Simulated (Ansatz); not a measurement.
# SiH₃ (doublet): the correlation ladder, STO-3G

Aim: climb from Hartree-Fock through coupled cluster and multireference methods for SiH₃ (doublet) at one geometry and basis, and see what each rung misses.

Program: Ansatz 0.2.0, Gaussian basis. Level of theory: STO-3G, core rule «outside noble gas», up to 5 orbitals frozen. These are calculated values, not measurements.

To be run: UHF; CCSD(T) on ROHF; CCSD(T) on UHF; BCCD(T) on ROHF; CISD; CCSDT(Q) on ROHF; CCSDT(Q) on UHF; CISDTQ; CCSDTQ on ROHF; CCSDTQ on UHF; CASSCF and MRCISD+Q, 7 electrons in 7 orbitals; CASSCF and NEVPT2, 7 electrons in 7 orbitals; Full CI.

13 further runs of the same task are left out: 13 set aside as unsound or not needed.

### Step 1. The geometry

The geometry is an MP2(full)/6-31G* stationary point (not a proven minimum).

4 atoms, charge 0, spin multiplicity 2.

Atoms are counted from 1 here; the program's logs count them from 0.

Bond lengths: Si1–H2 1.483 Å, Si1–H3 1.483 Å, Si1–H4 1.483 Å. Angles: H2–Si1–H3 111.2°, H2–Si1–H4 111.2°, H3–Si1–H4 111.2°.

As a file:

```xyz
4
H3Si
Si    0.0000    0.0000    0.0437
H     0.0000    1.4133   -0.4057
H     1.2239   -0.7066   -0.4057
H    -1.2239   -0.7066   -0.4057
```

### Step 2. UHF

in.yaml

```yaml
crystal:
  periodic: [false, false, false]
  atoms:
    - {symbol: Si, position_ang: [0.000000, 0.000000, 0.043678]}
    - {symbol: H, position_ang: [0.000000, 1.413280, -0.405682]}
    - {symbol: H, position_ang: [1.223937, -0.706640, -0.405682]}
    - {symbol: H, position_ang: [-1.223937, -0.706640, -0.405682]}
basis:
  gaussian: {orbitals: STO-3G}
magnetization: {spin_polarized: true, initial_magnetization: 1}
hamiltonian: {xc: hf}
output: {orbitals: {seedname: orbitals}}
```

Run with:

```sh
ansatz run in.yaml --threads 1 --pin off --events-out ev --progress --plain --max-ram 4160MiB --backend cpu
```

Further steps of the session: CCSD(T) on ROHF; CCSD(T) on UHF; BCCD(T) on ROHF; CISD; CCSDT(Q) on ROHF; CCSDT(Q) on UHF; CISDTQ; CCSDTQ on ROHF; CCSDTQ on UHF; CASSCF and MRCISD+Q, 7 electrons in 7 orbitals; CASSCF and NEVPT2, 7 electrons in 7 orbitals; Full CI.

Before running them: what should the planned runs give, taken together? Wanted: FCI below the RHF energy; RMP2 from FCI; UMP2 from FCI; RCCSD from FCI; RCCSD(T) from FCI; UCCSD(T) from FCI; RCCSDT(Q) from FCI; UCCSDT(Q) from FCI; NEVPT2 valence from FCI.

The runs gave:

| quantity | value |
| --- | --- |
| FCI below the RHF energy | -1.5012 eV |
| RMP2 from FCI | +546.6 meV |
| UMP2 from FCI | +539.3 meV |
| RCCSD from FCI | +14.9 meV |
| RCCSD(T) from FCI | +5.5 meV |
| UCCSD(T) from FCI | +5.4 meV |
| RCCSDT(Q) from FCI | +0.1 meV |
| UCCSDT(Q) from FCI | 0.0 meV |
| NEVPT2 valence from FCI | -2.5 meV |
| MRCISD+Q valence from FCI | -2.5 meV |
| levels within 1 kcal/mol (43 meV) | RCCSD, UCCSD, RCCSD(T), UCCSD(T), BCCD(T), RCCSDT, UCCSDT, CISDTQ, RCCSDT(Q), UCCSDT(Q), RCCSDTQ, UCCSDTQ, CASSCF valence, NEVPT2 valence, MRCISD valence, MRCISD+Q valence |
| T1 diagnostic | 0.008 |
| effectively unpaired electrons | 1.02 |

RCCSD(T) lands +5.5 meV from the yardstick (0.4 % of the correlation energy). CASSCF valence, NEVPT2 valence, MRCISD valence, MRCISD+Q valence fall below full CI, which methods that aren't variational can do. One determinant dominates. Of the multireference levels listed NEVPT2 valence comes nearest in total energy (-2.5 meV), which doesn't show that its space is the better one. These misses are within one basis, not against nature; the frozen cores of restricted and unrestricted runs differ, which can shift their rows.
